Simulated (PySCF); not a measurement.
Species: propiolamide, C3H3NO.
Structure used (PBE0-D3(BJ)/def2-SVP), in Å, numbered top down from 1:
```xyz
8
C3H3NO angstrom
C      2.0689    0.1967   -0.3813
C      0.9063    0.3512   -0.0795
C     -0.4923    0.5824    0.2957
N     -1.2771   -0.5188    0.1776
O     -0.8894    1.6625    0.6729
H      3.1042    0.0772   -0.6454
H     -2.2554   -0.4334    0.4213
H     -0.9114   -1.4048   -0.1388
```

Method: TDDFT B3LYP/def2-SVPD, vertical, gas phase, core orbitals frozen in the response in PySCF.

Kohn–Sham orbitals with the atoms that hold most of them (Löwdin shares over 4%, at most four atoms; ? is withheld):

```
orbital  ε (eV)                           atoms
 LUMO+2    0.39  C1 28%, C2 27%, H8 12%, C3 11%
 LUMO+1    0.08  C1 24%, C2 20%, H8 14%, N4 13%
   LUMO       ?                               ?
   HOMO   -7.69   O5 64%, C2 12%, C1 10%, C3 8%
 HOMO-1   -8.11                               ?
 HOMO-2   -8.44    C1 40%, C2 40%, C3 6%, O5 5%
 HOMO-3   -8.68   C2 37%, C1 35%, O5 12%, C3 7%
```

Q: Which atoms hold the HOMO-1, and with what shares?

A: N4 (bonded to C and 2 H) 46%; O5 (bonded to C) 35%; C3 (bonded to C, N and O) 11%.

Q: Which atoms hold the LUMO, and with what shares?

A: C1 (bonded to C and H) 24%; C3 (bonded to C, N and O) 22%; O5 (bonded to C) 19%; C2 (bonded to 2 C) 18%. By element: carbon 64%, oxygen 19%.

Q: What is the LUMO energy, and the HOMO–LUMO gap?

A: ε(LUMO) = -1.36 eV; the gap is 6.33 eV (0.2327 hartree).

Q: How does S1 compare with the orbital gap of 6.33 eV?

A: S1 is at 4.77 eV (f = 0.0000), 1.56 eV below the gap, made of HOMO→LUMO (99%). 

Q: Give energy, strength and leading configuration of S1 and S4, and follow the Löwdin shares of the leading atoms from the occupied to the empty orbital.

A: 
- S1 (4.77 eV, f 0.0000), HOMO→LUMO (99%): O5 64% → 19%, C2 12% → 18%, C1 10% → 24%, C3 8% → 22%
- S4 (6.27 eV, f 0.085), HOMO-1→LUMO (83%): N4 46% → at most 18%, O5 35% → 19%, C1 at most 4% → 24%, C3 11% → 22%

One conformer stands for the species.
